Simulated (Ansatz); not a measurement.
**AlHClO (SMILES [O][AlH][Cl]) at U-r2SCAN0/STO-3G**

Aim: the energy change on altering one bond length of AlHClO at U-r2SCAN0/STO-3G, from 2 runs. 

The results are computed with Ansatz 0.2.0.

60 further runs of the same task are left out: 7 that didn't finish, 53 set aside as unsound or not needed.

## 1. The structure to begin with

AlHClO: 4 atoms, total charge 0, spin state doublet. As SMILES, `[O][AlH][Cl]`. The coordinates come from a PBE0-D4/def2-TZVP relaxation.

Bond lengths: O1–Al2 1.729 Å, Al2–Cl3 2.081 Å, Al2–H4 1.566 Å. Angles: O1–Al2–Cl3 116.2°, O1–Al2–H4 118.8°, Cl3–Al2–H4 125.0°.

## 2. A single-point energy at U-r2SCAN0/STO-3G

molecule.yaml

```yaml
crystal:
  periodic: [false, false, false]
  atoms:
    - {symbol: O, position_ang: [0.290600, -1.035900, 1.350600]}
    - {symbol: Al, position_ang: [0.118400, 0.049000, 0.015600]}
    - {symbol: Cl, position_ang: [-1.573200, -0.210600, -1.168800]}
    - {symbol: H, position_ang: [1.219700, 1.137300, -0.217800]}
basis:
  gaussian:
    orbitals: STO-3G
accuracy: high
hamiltonian:
  xc: {name: r2SCAN0}
magnetization:
  spin_polarized: true
  initial_magnetization: 1
```

Started as:

```
$ ansatz run molecule.yaml --threads 1 --pin off --max-ram 2610MiB --events-out events.jsonl --progress --plain --runs-dir runs
```

The program printed:

```text
Warning: RAYON_NUM_THREADS=1 ignored (pool sized by the plan → 1); use --threads N
Functional definition: r2SCAN0
  name "r2SCAN0"
  parameter a = 0.25
  parameter k0 = 0.174
  parameter k1 = 0.065
  parameter a1 = 4.9479
  exchange = (1 - a)*r2scan_x(k0 = k0, k1 = k1, a1 = a1) + a*exact_x
  correlation = r2scan_c
432 factors; integrals over basis functions are off by at most 2.4e-8 eV
mean field evaluation 1: about -20935.8523 eV, gradient 1.8e1 eV
mean field evaluation 2: about -20934.6228 eV, gradient 2.4e1 eV
mean field evaluation 4: about -20938.5159 eV, gradient 6.7e-1 eV
mean field evaluation 8: about -20938.5074 eV, gradient 3.1e-2 eV
mean field evaluation 16: about -20938.5075 eV, gradient 9.2e-4 eV
mean field evaluation 32: about -20938.4669 eV, gradient 4.7e-1 eV
mean field -20938.50749517 eV, -769.4759578175 hartree, gradient 4.1e-8 eV, S^2 0.755319; 2 other end points of the search recorded, 0 dependent functions left out
reference -20938.50749565 eV, -769.4759578349 hartree; 20, 19 occupied and 4, 5 virtual orbitals, 432 factors
Total energy: -20938.50749565 eV, -769.4759578349 hartree
```

Run time: 8.1 s. Hardware: 1 thread of Arm Neoverse V1, shared host; peak memory 0.24 GiB.

## 3. The distorted shape, same level

input.yaml

```yaml
crystal:
  periodic: [false, false, false]
  atoms:
    - {symbol: O, position_ang: [0.713505, -0.970999, 1.646703]}
    - {symbol: Al, position_ang: [0.541305, 0.113901, 0.311703]}
    - {symbol: Cl, position_ang: [-1.573200, -0.210600, -1.168800]}
    - {symbol: H, position_ang: [1.642605, 1.202201, 0.078303]}
basis:
  gaussian:
    orbitals: STO-3G
magnetization:
  spin_polarized: true
  initial_magnetization: 1
hamiltonian:
  xc: {name: r2SCAN0}
accuracy: high
```

Started as:

```
$ ansatz run input.yaml --threads 1 --pin off --max-ram 2610MiB --events-out events.jsonl --progress --plain --runs-dir runs
```

The program printed (excerpt; [...] marks lines left out):

```text
Warning: RAYON_NUM_THREADS=1 ignored (pool sized by the plan → 1); use --threads N
[... 8 set-up lines as earlier in the session ...]
417 factors; integrals over basis functions are off by at most 2.4e-8 eV
mean field evaluation 1: about -20933.5276 eV, gradient 1.8e1 eV
mean field evaluation 2: about -20931.5673 eV, gradient 2.7e1 eV
mean field evaluation 4: about -20936.8473 eV, gradient 1.1e0 eV
mean field evaluation 8: about -20936.8424 eV, gradient 4.9e-2 eV
mean field evaluation 16: about -20936.8426 eV, gradient 1.7e-3 eV
mean field evaluation 32: about -20936.5984 eV, gradient 1.2e0 eV
mean field -20936.84257398 eV, -769.4147730923 hartree, gradient 2.2e-8 eV, S^2 0.756862; 2 other end points of the search recorded, 0 dependent functions left out
reference -20936.84257448 eV, -769.4147731106 hartree; 20, 19 occupied and 4, 5 virtual orbitals, 417 factors
Total energy: -20936.84257448 eV, -769.4147731106 hartree
```

It took 9.3 s on 1 thread of Arm Neoverse V1, shared host; peak memory 0.24 GiB.

## 4. Results

Level: U-r2SCAN0/STO-3G.

| quantity | value |
| --- | --- |
| first shape: total energy | -769.47596 Eh |
| first shape: ⟨S²⟩ | 0.755 |
| distorted shape: total energy | -769.41477 Eh |
| distorted shape: ⟨S²⟩ | 0.757 |
| energy change with the Al2–Cl3 bond stretched from 2.081 to 2.602 Å | 1.665 eV |

With the Al2–Cl3 bond stretched from 2.081 to 2.602 Å the energy rises by 1.66 eV (38 kcal/mol). The first shape isn't relaxed at this level, so the change isn't measured from a minimum. The minimal basis adds a large error of its own.
